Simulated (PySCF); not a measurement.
**CF⁻: energy against distance**

Set-up: basis C def2-TZVPPD, F def2-TZVPPD; no relativity; PySCF 2.14. Energies in eV from C + F⁻ in their ground configurations at the same level. State: ³Σ⁻ (triplet), unpaired electrons π ↑↑.

```json
{"R (Å)": "1.238", "LC-ωPBE": "-2.298", "r²SCAN": "-2.388"}
{"R (Å)": "1.295", "LC-ωPBE": "-2.637", "r²SCAN": "-2.736"}
{"R (Å)": "1.353", "LC-ωPBE": "-2.818", "r²SCAN": "-2.931"}
{"R (Å)": "1.396", "LC-ωPBE": "-2.878", "r²SCAN": "-3.005"}
{"R (Å)": "1.439", "LC-ωPBE": "-2.892", "r²SCAN": "-3.034"}
{"R (Å)": "1.482", "LC-ωPBE": "-2.871", "r²SCAN": "-3.029"}
{"R (Å)": "1.540", "LC-ωPBE": "-2.804", "r²SCAN": "-2.984"}
{"R (Å)": "1.612", "LC-ωPBE": "-2.677", "r²SCAN": "-2.886"}
{"R (Å)": "1.698", "LC-ωPBE": "-2.489", "r²SCAN": "-2.731"}
{"R (Å)": "1.813", "LC-ωPBE": "-2.215", "r²SCAN": "-2.494"}
```

Task: Put a parabola through the three lowest points of the LC-ωPBE curve and estimate Re, k and ωe (reduced mass 7.355 u; 1 eV/Å² = 0.16022 mdyn/Å; ωe = 1302.8·√(k/μ) cm⁻¹).

Result: Through R = 1.396, 1.439, 1.482 Å the second-order coefficient is 9.46 eV/Å², so Re ≈ 1.435 Å, k ≈ 3.03 mdyn/Å and ωe ≈ 837 cm⁻¹. A polynomial fit of higher order to the unrounded LC-ωPBE energies gives Re = 1.433 Å, k = 3.14 mdyn/Å, ωe = 851 cm⁻¹; anharmonicity and rounding make the difference.

The higher-order fit for each curve: LC-ωPBE: Re = 1.433 Å, ωe = 851 cm⁻¹, De = 2.89 eV; r²SCAN: Re = 1.453 Å, ωe = 783 cm⁻¹, De = 3.04 eV.

For an ion De counts to the pair picked by the measured ionisation energies or electron affinities, which need not be the lowest pair at this level. The highest Kohn–Sham level is positive in this anion. Much of that is self-interaction error, but it also means that the finite basis helps to hold the extra electron. The state was picked by a PBE0 search and need not be the measured ground state.
